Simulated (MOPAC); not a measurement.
MOPAC input (PM3):

```
PM3 1SCF GEO-OK AUX(PRECISION=9) THREADS=1
C2H7N

C     1.21013508 1   -0.36745904 1   -0.00201603 1
C     0.00594134 1    0.57336340 1   -0.00022751 1
N    -1.30565618 1   -0.07401790 1    0.00235316 1
H     2.15083117 1    0.18965263 1   -0.00390203 1
H     1.20276946 1   -1.01094548 1    0.88157958 1
H     1.19962331 1   -1.01161389 1   -0.88509263 1
H     0.05020044 1    1.22835584 1   -0.87435923 1
H     0.05331264 1    1.22901704 1    0.87324517 1
H    -1.40535207 1   -0.67057564 1    0.81648160 1
H    -1.40825028 1   -0.67119137 1   -0.81096339 1
```

Output:

```
 *******************************************************************************
 **                                                                           **
 **                              MOPAC v23.2.5                                **
 **                                                                           **
 *******************************************************************************
 ** MOPAC's Digital Object Identifier: https://doi.org/10.5281/zenodo.6511958 **
 **                                                                           **
 ** Please cite the open-source release paper for use of this MOPAC version:  **
 ** J. E. Moussa and J. J. P. Stewart (2026)                                  **
 ** MOPAC: An open-source semiempirical molecular orbital program             **
 ** J. Open Source Softw., 11(119), 8025, https://doi.org/10.21105/joss.08025 **
 *******************************************************************************

                              PM3 CALCULATION RESULTS

 *******************************************************************************
 *  PM3        - The PM3 Hamiltonian to be used
 *  GEO-OK     - OVERRIDE INTERATOMIC DISTANCE AND OTHER SAFETY CHECKS
 *  1SCF       - DO 1 SCF AND THEN STOP
 *  AUX        - OUTPUT AUXILIARY INFORMATION
 *******************************************************************************
PM3 1SCF GEO-OK AUX(PRECISION=9) THREADS=1
 C2H7N

   ATOM   CHEMICAL          X               Y               Z
  NUMBER   SYMBOL      (ANGSTROMS)     (ANGSTROMS)     (ANGSTROMS)

     1       C          1.21013508  *  -0.36745904  *  -0.00201603  *
     2       C          0.00594134  *   0.57336340  *  -0.00022751  *
     3       N         -1.30565618  *  -0.07401790  *   0.00235316  *
     4       H          2.15083117  *   0.18965263  *  -0.00390203  *
     5       H          1.20276946  *  -1.01094548  *   0.88157958  *
     6       H          1.19962331  *  -1.01161389  *  -0.88509263  *
     7       H          0.05020044  *   1.22835584  *  -0.87435923  *
     8       H          0.05331264  *   1.22901704  *   0.87324517  *
     9       H         -1.40535207  *  -0.67057564  *   0.81648160  *
    10       H         -1.40825028  *  -0.67119137  *  -0.81096339  *

          CARTESIAN COORDINATES

    NO.       ATOM           X           Y           Z

     1         C          1.2101     -0.3675     -0.0020
     2         C          0.0059      0.5734     -0.0002
     3         N         -1.3057     -0.0740      0.0024
     4         H          2.1508      0.1897     -0.0039
     5         H          1.2028     -1.0109      0.8816
     6         H          1.1996     -1.0116     -0.8851
     7         H          0.0502      1.2284     -0.8744
     8         H          0.0533      1.2290      0.8732
     9         H         -1.4054     -0.6706      0.8165
    10         H         -1.4083     -0.6712     -0.8110

  H: (PM3): J. J. P. STEWART, J. COMP. CHEM. 10, 209 (1989).
  C: (PM3): J. J. P. STEWART, J. COMP. CHEM. 10, 209 (1989).
  N: (PM3): J. J. P. STEWART, J. COMP. CHEM. 10, 209 (1989).

           Empirical Formula: C2 H7 N  =    10 atoms

      MOLECULAR POINT GROUP   :   Cs

      RHF CALCULATION, NO. OF DOUBLY OCCUPIED LEVELS = 10

 -------------------------------------------------------------------------------
 PM3 1SCF GEO-OK AUX(PRECISION=9) THREADS=1
 C2H7N

     1SCF WAS SPECIFIED, SO BFGS WAS NOT USED
     SCF FIELD WAS ACHIEVED

                              PM3 CALCULATION
                                                       MOPAC v23.2.5 Linux

          FINAL HEAT OF FORMATION =        -11.96269 KCAL/MOL =     -50.05190 KJ/MOL

          COSMO AREA              =         91.41 SQUARE ANGSTROMS
          COSMO VOLUME            =         73.79 CUBIC ANGSTROMS

          IONIZATION POTENTIAL    =          9.524736 EV
          HOMO LUMO ENERGIES (EV) =         -9.525  3.099
          NO. OF FILLED LEVELS    =         10
          MOLECULAR WEIGHT        =         45.0840         POINT GROUP:  Cs

          MOLECULAR DIMENSIONS (Angstroms)

            Atom       Atom       Distance
            H     9    H     4     3.74959
            H     7    H     5     3.06400
            H     8    H     6     2.74019

          SCF CALCULATIONS        =          1

   ATOM   CHEMICAL          X               Y               Z
  NUMBER   SYMBOL      (ANGSTROMS)     (ANGSTROMS)     (ANGSTROMS)

     1       C          1.21013508  *  -0.36745904  *  -0.00201603  *
     2       C          0.00594134  *   0.57336340  *  -0.00022751  *
     3       N         -1.30565618  *  -0.07401790  *   0.00235316  *
     4       H          2.15083117  *   0.18965263  *  -0.00390203  *
     5       H          1.20276946  *  -1.01094548  *   0.88157958  *
     6       H          1.19962331  *  -1.01161389  *  -0.88509263  *
     7       H          0.05020044  *   1.22835584  *  -0.87435923  *
     8       H          0.05331264  *   1.22901704  *   0.87324517  *
     9       H         -1.40535207  *  -0.67057564  *   0.81648160  *
    10       H         -1.40825028  *  -0.67119137  *  -0.81096339  *

                             CARTESIAN COORDINATES

   1    C        1.210135080    -0.367459040    -0.002016030
   2    C        0.005941340     0.573363400    -0.000227510
   3    N       -1.305656180    -0.074017900     0.002353160
   4    H        2.150831170     0.189652630    -0.003902030
   5    H        1.202769460    -1.010945480     0.881579580
   6    H        1.199623310    -1.011613890    -0.885092630
   7    H        0.050200440     1.228355840    -0.874359230
   8    H        0.053312640     1.229017040     0.873245170
   9    H       -1.405352070    -0.670575640     0.816481600
  10    H       -1.408250280    -0.671191370    -0.810963390

           Empirical Formula: C2 H7 N  =    10 atoms

      MOLECULAR POINT GROUP   :   Cs

                  EIGENVALUES
 -35.82441 -26.81790 -21.55480 -16.84907 -15.34704 -14.59931 -14.00883 -12.88717
 -11.90416  -9.52474   3.09872   3.53257   3.76557   4.04269   4.18823   4.52334
   4.67570   5.39294   5.65651

              NET ATOMIC CHARGES AND DIPOLE CONTRIBUTIONS

  ATOM NO.   TYPE          CHARGE      No. of ELECS.   s-Pop       p-Pop
    1          C          -0.141150        4.1411     1.14630     2.99485
    2          C          -0.104506        4.1045     1.16957     2.93494
    3          N          -0.036289        5.0363     1.46314     3.57314
    4          H           0.048391        0.9516     0.95161
    5          H           0.038551        0.9614     0.96145
    6          H           0.038551        0.9614     0.96145
    7          H           0.055882        0.9441     0.94412
    8          H           0.055882        0.9441     0.94412
    9          H           0.022344        0.9777     0.97766
   10          H           0.022344        0.9777     0.97766
 DIPOLE           X         Y         Z       TOTAL
 POINT-CHG.     0.075     0.159    -0.000     0.176
 HYBRID         1.017    -1.084    -0.001     1.486
 SUM            1.092    -0.924    -0.002     1.430

          ATOMIC ORBITAL ELECTRON POPULATIONS

     Atom    s        px        py        pz
    1  C   1.14630   0.98914   0.99664   1.00907
    2  C   1.16957   0.92298   0.98276   1.02920
    3  N   1.46314   1.25560   1.31889   0.99865
    4  H   0.95161
    5  H   0.96145
    6  H   0.96145
    7  H   0.94412
    8  H   0.94412
    9  H   0.97766
   10  H   0.97766

 **********************
 *                    *
 * JOB ENDED NORMALLY *
 *                    *
 **********************

 == MOPAC DONE ==
```
